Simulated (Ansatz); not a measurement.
A nudged elastic band was laid between two geometries of CH₅NSi (8 atoms, charge 0, multiplicity 1).

The calculation used RKS r2SCAN/def2-TZVP (Ansatz).

```json
{
  "movable images": "7",
  "climbing image": "yes",
  "spring": "5.0 eV/Å²",
  "optimiser": "quadratic models (default)",
  "start path": "through a guess of the saddle point",
  "force threshold": "0.05 eV/Å",
  "iteration limit": "60",
  "end points": "relaxed"
}
```

Initial state:

```xyz
8
Properties=species:S:1:pos:R:3
C -0.640 0.827 -0.577
Si 1.031 0.638 0.320
N 0.915 -1.025 0.710
H -0.960 -0.071 -1.117
H -0.635 1.669 -1.273
H -1.406 1.052 0.177
H 1.633 -1.499 1.237
H 0.153 -1.647 0.468
```

Final state:

```xyz
8
Properties=species:S:1:pos:R:3
C -0.618 0.815 -0.617
Si 1.162 0.511 -0.001
N 0.883 -0.991 0.773
H -0.833 0.125 -1.444
H -0.760 1.829 -0.997
H -1.364 0.631 0.164
H 1.626 -1.503 1.226
H -0.004 -1.475 0.840
```

(1) What changes between the two ends?

(2) What energy profile does the band end with?

(3) What is the geometry of the highest image?

## Answers

(1) No bond is made or broken. The height of N3 over the plane of its neighbours goes from 0.00 to 0.00 Å.

(2) The forces met the threshold. The highest image is number 5 of 0 to 8, 0.002 eV above the ends, which have the same energy within 2 meV. The top lies less than 8 meV above the higher end, about what the thresholds resolve: that end is a shoulder or a very shallow well. A vibrational analysis at the climbing image gives one clearly imaginary mode, 60i cm⁻¹: a first-order saddle point.

```tsv
image	path coordinate (Å)	energy (eV)	height of N3 over the plane of its neighbours (Å)
0	0.00	0.000	0.00
1	0.12	0.001	0.00
2	0.24	0.001	0.01
3	0.37	0.002	0.00
4	0.49	0.002	0.00
5	0.61	0.002	-0.01
6	0.71	0.002	0.00
7	0.80	0.002	0.00
8	0.90	0.002	0.00
```

(3) 
```xyz
8
Properties=species:S:1:pos:R:3
C -0.622 0.821 -0.605
Si 1.134 0.563 0.095
N 0.890 -0.999 0.753
H -0.866 0.041 -1.335
H -0.732 1.788 -1.100
H -1.371 0.767 0.195
H 1.628 -1.503 1.223
H 0.032 -1.535 0.718
```

Time of the run: 3.2 min on 2 threads of Arm Neoverse V1, with other jobs on the host, peak memory 0.21 GiB.
